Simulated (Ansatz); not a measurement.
What does this script print? It uses Ansatz's Python interface.

`ch4o_dimer.py`:
```python
'''Binding of a CH4O dimer at a trial geometry.'''

import ansatz as az

FIRST = [
    ('C', (-0.09, -0.2115, -0.2818)),
    ('O', (-0.1654, 0.3133, 1.0209)),
    ('H', (-0.8679, -0.9688, -0.3547)),
    ('H', (0.8814, -0.6796, -0.4743)),
    ('H', (-0.2714, 0.5585, -1.0395)),
    ('H', (0.5133, 0.9881, 1.1293)),
]
SECOND = [
    ('C', (-2.5143, 2.9619, 0.2694)),
    ('O', (-3.0465, 3.0247, 1.5698)),
    ('H', (-1.5586, 2.4481, 0.3518)),
    ('H', (-2.3465, 3.9605, -0.1481)),
    ('H', (-3.1645, 2.3969, -0.4073)),
    ('H', (-3.8955, 3.4787, 1.542)),
]

def energy(atoms, ghosts=()):
    molecule = az.Crystal.molecule()
    for symbol, xyz in atoms:
        molecule = molecule.atom(symbol, xyz)
    calc = (
        molecule.calculation()
        .basis(gaussian='def2-SVP')
        .correlation('MP2')
    )
    deck = calc.input()
    if ghosts:
        deck = deck.set(az.key.basis.gaussian.ghost_atoms, [{'symbol': s, 'position_ang': list(xyz)} for s, xyz in ghosts])
    return az.Session.from_dict(deck).plan().execute().report['free_energy_ev']

# ghost atoms carry the functions of the partner
both = energy(FIRST + SECOND)
alone = energy(FIRST) + energy(SECOND)
ghosted = energy(FIRST, SECOND) + energy(SECOND, FIRST)
print(f'dimer {both:.6f} eV')
print(f'interaction, uncorrected   {(both - alone):8.3f} eV')
print(f'interaction, counterpoise  {(both - ghosted):8.3f} eV')
print(f'basis-set superposition    {(alone - ghosted):8.3f} eV')
```

```console
$ python ch4o_dimer.py
dimer -6274.527766 eV
interaction, uncorrected     -0.069 eV
interaction, counterpoise     0.028 eV
basis-set superposition       0.097 eV
```

Uncorrected it is -0.069 eV, with the counterpoise correction 0.028 eV; the difference, 0.097 eV, is the superposition error. The sign changes with the correction, so this basis doesn't settle it.

Caveats:
- These settings explore the input space; basis and method may be short of convergence.
- The dimer is a generated trial pose of unrelaxed monomers, not a minimum, so the figure is no binding energy, and the basis set is small.
- Run time: 2 s on 1 thread of Intel(R) Xeon(R) 6975P-C (Granite Rapids) (shared host), peak memory 0.2 GiB.
